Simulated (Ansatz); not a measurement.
Input for Ansatz (development build ahead of 0.2.0):

```yaml
crystal:
  periodic: [false, false, false]
  atoms:
    - { symbol: S, position_ang: [0.0, 0.0, 0.0] }
    - { symbol: O, position_ang: [0.0, 0.0, 2.086] }
basis:
  gaussian: { orbitals: "6-31G" }
magnetization:
  spin_polarized: true
hamiltonian:
  xc: pbe
scf:
  omitted_lower_state_checks: [stability, starts, atomic_configurations, cluster_reference, orbital_swaps, given_window_search, neighbouring_geometries, increment]
output:
  forces: true
```

The input is written out in the form of the current development build from the run's settings.

Output:

```yaml
Converged: yes
Total_energy: -472.93717 hartree
Spin_squared_of_the_determinant: 0.000
```

Forces (eV/Å):
```json
{"atom": "S1", "Fx": "0.000", "Fy": "0.000", "Fz": "5.034"}
{"atom": "O2", "Fx": "0.000", "Fy": "0.000", "Fz": "-5.034"}
```

This is not the lowest solution: another run reaches a determinant 0.95 eV lower. Caution: another spin multiplicity may lie lower.
